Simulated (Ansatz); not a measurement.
## Structural energy differences of rubidium

Level of theory: DFT, BLYP, plane waves (420 eV) with PAW, scalar-relativistic in Ansatz 0.2.0. The PAW files were generated under PBE, with cores re-solved for the functional.

Each structure is relaxed within its own symmetry, so a high-lying one may be dynamically unstable.

```csv
structure,ΔE (meV/atom),V (Å³/atom),cell,magnetic state
hcp,-4,95.68,"a = 5.120 Å, c = 8.429 Å (c/a = 1.646)",spin not included
dhcp,-3,95.64,"a = 5.116 Å, c = 16.880 Å (c/a = 3.300)",spin not included
fcc,-3,95.87,a = 7.265 Å,spin not included
bcc,0,95.42,a = 5.757 Å,spin not included
A15,3,97.33,a = 9.200 Å,spin not included
omega (AlB2-type),5,96.34,"a = 8.220 Å, c = 4.939 Å (c/a = 0.601)",spin not included
simple cubic,61,109.53,a = 4.785 Å,spin not included
diamond,110,168.11,a = 11.038 Å,spin not included
```

ΔE counts from bcc.

BLYP puts hcp 4 meV/atom below bcc, the structure of the real element at low temperature or room conditions.

Differences under about 8 meV lie within the error of the k-point mesh.
